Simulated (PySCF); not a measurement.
System: acetonitrile, C2H3N, charge 0, multiplicity 1. SMILES: CC#N
Geometry: optimised at B3LYP-D3(BJ)/def2-TZVP (Ansatz).

Dispersion corrections to the total energy (kcal/mol) from the dftd3 and dftd4 libraries through PySCF: D3(BJ) without and D4 with the three-body term, each with the damping fitted for the functional named.

```csv
functional,D3(BJ),D4
B2PLYP,-1.32,-1.03
CAM-B3LYP,-1.23,(withheld)
r2SCAN,(withheld),-0.36
TPSSh,-1.95,-1.82
HF,-16.97,-6.15
TPSS,-2.17,(withheld)
B3LYP,-3.00,-2.38
```

**Question.** Some entries are withheld; supply them.

**Answer.** 
- CAM-B3LYP, D4: -1.20
- r2SCAN, D3(BJ): -0.45
- TPSS, D4: -2.02
